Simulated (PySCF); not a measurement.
## Nitrogen: a sound run and one with changed settings

Sound run: N [He] 2s2 2p3, N⁺ [He] 2s2 2p2. Calculation: PySCF 2.14, in aug-cc-pVDZ (4s3p2d, 23 functions); the non-relativistic Hamiltonian (point nucleus). In the sound run the correlated levels freeze 1s2. The sound run starts from symmetry-adapted Hartree-Fock orbitals and uses a fine grid where one is needed.

Changed run: initial guess 1e, at most 50 SCF cycles, level shift 0.1 hartree.

```csv
species,method,sound run (hartree),changed run (hartree),converged
N,UHF,-54.39318,-54.39318,yes
N,TPSS,-54.60359,-54.60359,yes
N,M06-L,-54.59201,-54.59201,yes
N,MP2,-54.46817,-54.46390,yes
N,CCSD(T),-54.48698,-54.48698,yes
N⁺,UHF,-53.88126,-53.88126,yes
N⁺,TPSS,-54.06411,-54.06411,yes
N⁺,M06-L,-54.04573,-54.04573,yes
N⁺,MP2,-53.93610,-53.93296,yes
N⁺,CCSD(T),-53.95937,-53.95937,yes
```

Ionisation energy of N:

| method | sound run (eV) | changed run (eV) |
| --- | --- | --- |
| UHF | 13.930 | 13.930 |
| TPSS | 14.680 | 14.680 |
| M06-L | 14.865 | 14.865 |
| MP2 | 14.478 | 14.448 |
| SCS-MP2 | 14.260 | 14.242 |
| CCSD | 14.346 | 14.346 |
| CCSD(T) | 14.357 | 14.357 |

A level shift leaves the converged SCF energy unchanged but raises the virtual orbital energies, which shrinks MP2 if it is not removed.

For comparison, NIST gives 14.534 eV between the lowest levels.
